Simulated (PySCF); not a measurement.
Geometries of 4 isomers of [C6H9]+ (charge +1), from PBE0-D3(BJ)/def2-SVP geometry optimisation, gas phase (PySCF 2.14.0). One conformer each, no zero-point energy, no frequencies.

Question: Which is lowest in electronic energy at this level?
A.
```xyz
15
angstrom
C      1.526    0.783   -1.660
C      0.077    0.855   -1.161
C     -0.764    1.866   -1.818
C     -1.992    1.359   -2.225
C     -2.016    0.011   -1.890
C     -0.764   -0.418   -1.265
H      2.034    1.749   -1.533
H      1.564    0.503   -2.722
H      2.078    0.031   -1.080
H      0.118    1.178   -0.095
H     -0.447    2.906   -1.955
H     -2.793    1.918   -2.711
H     -2.867   -0.657   -2.065
H     -0.952   -0.941   -0.308
H     -0.285   -1.194   -1.896
```
B.
```xyz
15
angstrom
C      2.967   -1.230   -1.015
C      1.878   -0.772   -0.704
C      0.650   -0.230   -0.343
C      0.612    1.080    0.306
C     -0.577   -0.993   -0.620
C     -1.906   -0.394   -0.215
H      3.929   -1.639   -1.292
H      0.110    0.960    1.286
H      1.593    1.551    0.429
H     -0.080    1.735   -0.257
H     -0.412   -1.999   -0.175
H     -0.537   -1.239   -1.704
H     -1.969   -0.224    0.870
H     -2.715   -1.085   -0.485
H     -2.103    0.558   -0.729
```
C.
```xyz
15
angstrom
C     -2.469   -0.055    0.490
C     -1.275   -0.058   -0.450
C      0.031    0.003    0.206
C      0.778    0.073    1.350
C      1.414    0.030    0.142
C      2.646    0.043   -0.637
H     -2.450   -0.922    1.166
H     -3.399   -0.104   -0.091
H     -2.501    0.862    1.096
H     -1.297    0.786   -1.166
H     -1.250   -0.951   -1.102
H      0.828    0.121    2.440
H      3.472   -0.422   -0.080
H      2.509   -0.430   -1.618
H      2.919    1.100   -0.805
```
D.
```xyz
15
angstrom
C     -1.794    0.777   -0.133
C     -0.916   -0.453    0.096
C     -1.214   -1.215    1.387
C      0.509   -0.142   -0.037
C      1.523    0.638   -0.545
C      1.828   -0.427    0.234
H     -2.849    0.473   -0.151
H     -1.670    1.505    0.683
H     -1.570    1.273   -1.088
H     -1.065   -1.151   -0.759
H     -0.585   -2.111    1.492
H     -2.263   -1.538    1.384
H     -1.063   -0.571    2.266
H      1.859    1.493   -1.136
H      2.586   -1.044    0.722
```

Answer: A. That is `C[C@H]1[CH+]C=CC1`, 15.6 kcal/mol below the next.

```
           SMILES                      atoms numbered as above      E (Eh)  relative (kcal/mol)  relative (kJ/mol)  dipole about centre of mass (D)
C[C@H]1[CH+]C=CC1  [CH3:1][C@H:2]1[CH+:3][CH:4]=[CH:5][CH2:6]1  -233.31025                  0.0                0.0                             1.37
      CCc1c[c+]1C     [CH3:1][CH2:2][c:3]1[cH:4][c+:5]1[CH3:6]  -233.28546                 15.6               65.1                             2.19
    CC(C)[c+]1cc1   [CH3:1][CH:2]([CH3:3])[c+:4]1[cH:5][cH:6]1  -233.26208                 30.2              126.5                             3.96
     C#C[C+](C)CC    [CH:1]#[C:2][C+:3]([CH3:4])[CH2:5][CH3:6]  -233.23670                 46.2              193.1                             1.47
```
